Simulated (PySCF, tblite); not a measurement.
# CH₄O: bond homolysis, EPR parameters, part 2 of 2

tblite 0.8.0 and PySCF 2.14.0. Atoms count from 0. The steps go on from the part before.

### Step 13. Harmonic vibrations (HO radical): PBE0-D3(BJ)/def2-SVP

What the job is given:

```
{"job": {"xc": "PBE0", "basis": "def2-SVP", "d3": "d3bj", "grid": 2, "kind": "hessian"}, "charge": 0, "multiplicity": 2}
O      0.937037    -0.418433    -0.436854
H      1.576959     0.165715     0.013607
```

The program printed:

```text
coarse grid: 1712 points
cycle   1  E = -75.5506404412  dE = -1.200e-01  |g| = 2.258e-01  |ddm| = 8.831e-01
cycle   2  E = -75.5543596516  dE = -3.719e-03  |g| = 2.137e-01  |ddm| = 3.351e-01
cycle   3  E = -75.5721355987  dE = -1.778e-02  |g| = 1.605e-02  |ddm| = 1.664e-01
cycle   4  E = -75.5722499441  dE = -1.143e-04  |g| = 3.481e-03  |ddm| = 1.288e-02
cycle   5  E = -75.5722573618  dE = -7.418e-06  |g| = 7.058e-04  |ddm| = 3.446e-03
final grid: 16584 points
cycle   6  E = -75.5878085292  dE = -7.327e-06  |g| = 1.577e-03  |ddm| = 5.066e-03
cycle   7  E = -75.5878088020  dE = -2.728e-07  |g| = 1.530e-03  |ddm| = 2.313e-03
cycle   8  E = -75.5878097225  dE = -9.205e-07  |g| = 1.482e-04  |ddm| = 1.126e-03
cycle   9  E = -75.5878097541  dE = -3.159e-08  |g| = 2.693e-05  |ddm| = 3.115e-04
cycle  10  E = -75.5878097553  dE = -1.210e-09  |g| = 6.138e-06  |ddm| = 6.560e-05
cycle  11  E = -75.5878097553  dE = -4.127e-11  |g| = 1.519e-06  |ddm| = 1.049e-05
converged SCF energy = -75.5878097553

mode    cm-1
  1    3752.1
ZPE 22.443  H(298)-E 31.119  G(298)-E -23.758 kJ/mol  S 184.06 J/(mol K)
```

Wall time 1.9 s (1 thread of Arm Neoverse N1, shared host); peak memory 0.43 GiB.

Zero-point energy 22.44 kJ/mol (xTB gave 21.39).

### Step 14. Single point (CH₃ radical): B3LYP-D3(BJ)/def2-TZVP

Geometry: PBE0-D3(BJ)/def2-SVP.

What the job is given:

```
{"job": {"kind": "sp", "xc": "B3LYP", "basis": "def2-TZVP", "d3": "d3bj", "grid": 2}, "charge": 0, "multiplicity": 2}
C     -0.620554     0.066859     0.076469
H     -0.393846    -0.147338     1.121296
H     -0.991623    -0.725332    -0.574489
H     -0.475609     1.073155    -0.317704
```

The program printed:

```text
coarse grid: 2952 points
cycle   1  E = -39.8523182129  dE = -1.868e-01  |g| = 1.276e-01  |ddm| = 8.238e-01
cycle   2  E = -39.8534048741  dE = -1.087e-03  |g| = 1.225e-01  |ddm| = 1.536e-01
cycle   3  E = -39.8614821178  dE = -8.077e-03  |g| = 1.121e-02  |ddm| = 8.549e-02
cycle   4  E = -39.8615767536  dE = -9.464e-05  |g| = 1.895e-03  |ddm| = 9.966e-03
cycle   5  E = -39.8615818418  dE = -5.088e-06  |g| = 3.972e-04  |ddm| = 3.039e-03
final grid: 27328 points
cycle   6  E = -39.8599154153  dE = -1.015e-05  |g| = 1.823e-03  |ddm| = 9.171e-03
cycle   7  E = -39.8599152193  dE =  1.960e-07  |g| = 1.922e-03  |ddm| = 2.320e-03
cycle   8  E = -39.8599171129  dE = -1.894e-06  |g| = 5.365e-05  |ddm| = 1.197e-03
cycle   9  E = -39.8599171167  dE = -3.796e-09  |g| = 1.662e-05  |ddm| = 8.441e-05
converged SCF energy = -39.8599171167
```

Run time: 0.84 s. Hardware: 1 thread of Arm Neoverse N1, shared host; peak memory 0.43 GiB.

### Step 15. Single point (HO radical): B3LYP-D3(BJ)/def2-TZVP

Geometry: PBE0-D3(BJ)/def2-SVP.

What the job is given:

```
{"job": {"kind": "sp", "xc": "B3LYP", "basis": "def2-TZVP", "d3": "d3bj", "grid": 2}, "charge": 0, "multiplicity": 2}
O      0.937037    -0.418433    -0.436854
H      1.576959     0.165715     0.013607
```

The program printed:

```text
coarse grid: 1712 points
cycle   1  E = -75.7449848293  dE = -9.575e-02  |g| = 2.434e-01  |ddm| = 6.375e-01
cycle   2  E = -75.7383127027  dE =  6.672e-03  |g| = 2.900e-01  |ddm| = 3.216e-01
cycle   3  E = -75.7683699166  dE = -3.006e-02  |g| = 2.276e-02  |ddm| = 1.732e-01
cycle   4  E = -75.7685538480  dE = -1.839e-04  |g| = 4.998e-03  |ddm| = 1.257e-02
cycle   5  E = -75.7685656396  dE = -1.179e-05  |g| = 7.867e-04  |ddm| = 3.641e-03
cycle   6  E = -75.7685663488  dE = -7.092e-07  |g| = 2.020e-04  |ddm| = 1.051e-03
final grid: 16584 points
cycle   7  E = -75.7683938138  dE = -1.015e-05  |g| = 7.627e-04  |ddm| = 2.654e-03
cycle   8  E = -75.7683938957  dE = -8.191e-08  |g| = 6.558e-04  |ddm| = 6.932e-04
cycle   9  E = -75.7683940370  dE = -1.413e-07  |g| = 1.768e-04  |ddm| = 4.146e-04
cycle  10  E = -75.7683940500  dE = -1.303e-08  |g| = 2.980e-05  |ddm| = 1.108e-04
cycle  11  E = -75.7683940510  dE = -9.937e-10  |g| = 8.593e-06  |ddm| = 4.291e-05
converged SCF energy = -75.7683940510
```

It took 0.51 s on 1 thread of Arm Neoverse N1, shared host; peak memory 0.43 GiB.

### Step 16. Bond homolysis: B3LYP-D3(BJ)/def2-TZVP

This step combines the energies above: geometries from PBE0-D3(BJ)/def2-SVP, zero-point and thermal terms from PBE0-D3(BJ)/def2-SVP.

What the job is given:

```
{"job": {"kind": "bd", "cap": 8, "geom": {"xc": "PBE0", "basis": "def2-SVP", "d3": "d3bj", "grid": 1}, "hess": 1, "level": {"xc": "B3LYP", "basis": "def2-TZVP", "d3": "d3bj"}}, "charge": 0, "multiplicity": 1}
C     -0.341602    -0.008036     0.007169
O      0.928954    -0.404717    -0.417888
H     -0.497537    -0.128995     1.097672
H     -1.079888    -0.647119    -0.500059
H     -0.583004     1.041702    -0.253569
H      1.579417     0.149442     0.022940
```

Output (the driver's rows laid out field by field):

```text
homolysis bond by bond, B3LYP-D3(BJ)/def2-TZVP // PBE0-D3(BJ)/def2-SVP

row 1
  atoms                   0 2
  elements                C H
  length                  1.1082
  fragments               formula CH3O, charge 0, multiplicity 2, smiles [CH2]O, kept yes, pieces 1, point_group C1, largest_spin C 0.872; formula H, charge 0, multiplicity 2, smiles [H], kept yes, pieces 1
  electronic              420.47
  zero_kelvin             383.94
  enthalpy                390.21
  free_energy             355.26

row 2
  atoms                   1 5
  elements                O H
  length                  0.9615
  fragments               formula CH3O, charge 0, multiplicity 2, smiles C[O], kept yes, pieces 1, point_group Cs, largest_spin O 0.893; formula H, charge 0, multiplicity 2, smiles [H], kept yes, pieces 1
  electronic              446.48
  zero_kelvin             406.94
  enthalpy                412.41
  free_energy             378.38

row 3
  atoms                   0 1
  elements                C O
  length                  1.3973
  fragments               formula CH3, charge 0, multiplicity 2, smiles [CH3], kept yes, pieces 1, point_group D3h, largest_spin C 1.086; formula HO, charge 0, multiplicity 2, smiles [OH], kept yes, pieces 1, point_group C*v, largest_spin O 1.026
  electronic              393.63
  zero_kelvin             358.43
  enthalpy                366.57
  free_energy             324.21
```

Wall time 1.9 min (1 thread of Arm Neoverse N1, shared host); peak memory 0.43 GiB.

Some single points behind these values are not shown above.

Dissociation energies (kJ/mol, gas phase, 298 K for the thermal columns):

```
 bond     fragments  electronic  enthalpy  free energy
C0–H2  [CH2]O + [H]       420.5     390.2        355.3
O1–H5    C[O] + [H]       446.5     412.4        378.4
C0–O1  [CH3] + [OH]       393.6     366.6        324.2
```

### Step 17. EPR parameters (CH₃ radical): UKS B3LYP, pcH-1 on C H

What the job is given:

```
{"job": {"kind": "epr", "basis": "pcH-1"}, "charge": 0, "multiplicity": 2}
C     -0.620554     0.066859     0.076469
H     -0.393846    -0.147338     1.121296
H     -0.991623    -0.725332    -0.574489
H     -0.475609     1.073155    -0.317704
```

Level: UKS B3LYP, pcH-1 on C H, non-relativistic, mean-field spin-orbit, GIAO.

The program printed:

```text
UKS, coarse grid
  cycle   1  E = -39.83854396  |g| = 1.21e-01
  cycle   2  E = -39.83982184  |g| = 1.15e-01
  cycle   3  E = -39.84682358  |g| = 9.52e-03
  cycle   4  E = -39.84689856  |g| = 2.04e-03
  cycle   5  E = -39.84690488  |g| = 3.90e-04
UKS, final grid
  cycle   1  E = -39.84689913  |g| = 2.32e-04
  cycle   2  E = -39.84689916  |g| = 2.08e-04
  cycle   3  E = -39.84689918  |g| = 4.14e-05
  cycle   4  E = -39.84689918  |g| = 9.68e-07
internal stability: stable
E = -39.84689918 Eh   <S^2> = 0.7535 (exact 0.7500)
g shifts (ppm)      1          2          3
  rmc          -129       -129       -129
  gc              6         34         34
  oz_so           5        619        619
  total        -118        524        524
hyperfine (MHz)  atom isotope    a_iso     a_fc   dipolar eigenvalues
    0   13C      94.77      94.77    -83.22    -83.21    166.43
    1    1H     -66.85     -66.85    -39.12     -1.51     40.63
    2    1H     -66.85     -66.85    -39.12     -1.51     40.63
    3    1H     -66.85     -66.85    -39.12     -1.51     40.63
```

Wall time 3.2 s (1 thread of Arm Neoverse N1, shared host); peak memory 0.43 GiB.

Principal g values 2.00220, 2.00284, 2.00284; g(iso) = 2.00263, against 2.00232 for a free electron.

Mean a(iso) over the nuclei that a row names, and the largest dipolar term of the row (other rows stand at the frozen geometry):

```
    nuclei  isotope  a(iso) (MHz)  a(iso) (G, at g = 2.0023)  largest dipolar term (MHz)
        C0      13C          94.8                       33.8                       166.4
H1, H2, H3       1H         -66.8                      -23.9                        40.6
```

Mulliken spin populations:

```
atom  value (e)
  C0       1.14
  H1      -0.05
  H2      -0.05
  H3      -0.05
```

In first order the couplings over 0.8 MHz of 1H give 4 distinct lines over 71.6 G, if the averaged nuclei exchange fast.

### Step 18. Spectra of the species

What the job is given:

```
{"job": {"kind": "bd", "cap": 8, "geom": {"xc": "PBE0", "basis": "def2-SVP", "d3": "d3bj", "grid": 1}, "hess": 1, "level": {"xc": "B3LYP", "basis": "def2-TZVP", "d3": "d3bj"}, "spectra": true}, "charge": 0, "multiplicity": 1}
C     -0.341602    -0.008036     0.007169
O      0.928954    -0.404717    -0.417888
H     -0.497537    -0.128995     1.097672
H     -1.079888    -0.647119    -0.500059
H     -0.583004     1.041702    -0.253569
H      1.579417     0.149442     0.022940
```

The program printed:

```text
epr [CH3] +0: UKS B3LYP, pcH-1 on C H, non-relativistic, mean-field spin-orbit, GIAO
```

Run time: 3.2 s. Hardware: 1 thread of Arm Neoverse N1, shared host; peak memory 0.43 GiB.

This step only lists the spectra that were run on the species above.

### Step 19. Summary of results

This closing draws on all 2 parts.

| quantity | value |
| --- | --- |
| strongest single infrared mode (GFN2-xTB) | 374 cm⁻¹, 152 km/mol |
| zero-point energy (GFN2-xTB) | 31.2 kcal/mol |
| point group | Cs |
| rotational constants (main isotopes) | 127.49, 25.25, 24.36 GHz |
| bond enthalpy (ΔH), C0–H2 (B3LYP-D3(BJ)/def2-TZVP) | 390.2 kJ/mol |
| bond enthalpy (ΔH), O1–H5 (B3LYP-D3(BJ)/def2-TZVP) | 412.4 kJ/mol |
| bond enthalpy (ΔH), C0–O1 (B3LYP-D3(BJ)/def2-TZVP) | 366.6 kJ/mol |

What this shows: No mode is imaginary among the 12: a minimum at this level. The strongest single mode, at 374 cm⁻¹, moves mainly H5. Unscaled tight-binding wavenumbers are off by several per cent, some by more. Its intensities can rank the bands wrongly. Relaxing lowered the energy by 0.016 eV in 2 steps; the close pair that moved most is C0–H4, from 1.095 to 1.108 Å (PBE0/def2-SVP). At B3LYP-D3(BJ)/def2-TZVP the bond enthalpy (ΔH) runs from 366.6 kJ/mol (C0–O1) to 412.4 kJ/mol (O1–H5).
